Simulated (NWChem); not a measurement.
System: dimethyl ether (C2H6O); SMILES O(C)C

Here is an NWChem input.

```
start job
memory heap 200 mb stack 900 mb global 1100 mb
geometry units angstroms noautoz
  C      1.161079     0.000000     0.184739
  O      0.000000     0.000000    -0.581115
  C     -1.161079     0.000000     0.184739
  H      1.233042    -0.895231     0.836189
  H      1.233042     0.895231     0.836189
  H      2.021460     0.000000    -0.499582
  H     -1.233042    -0.895231     0.836189
  H     -2.021460     0.000000    -0.499582
  H     -1.233042     0.895231     0.836189
end
basis spherical
  * library def2-svpd
end
dft
  xc b3lyp
  iterations 150
  mulliken
end
task dft energy
```

All runs use the structure optimised with PBE0/def2-SVP.

Give the results of this calculation. (B3LYP/def2-SVPD.) Quantities: basis functions; energy (Ha); highest occupied level (eV); orbital gap (eV); dipole (D).


| Property | Value |
|---|---|
| number of basis functions | 111 |
| energy (Ha) | -154.92 |
| highest occupied level (eV) | -7.27 |
| orbital gap (eV) | 7.75 |
| dipole (D) | 1.24 |
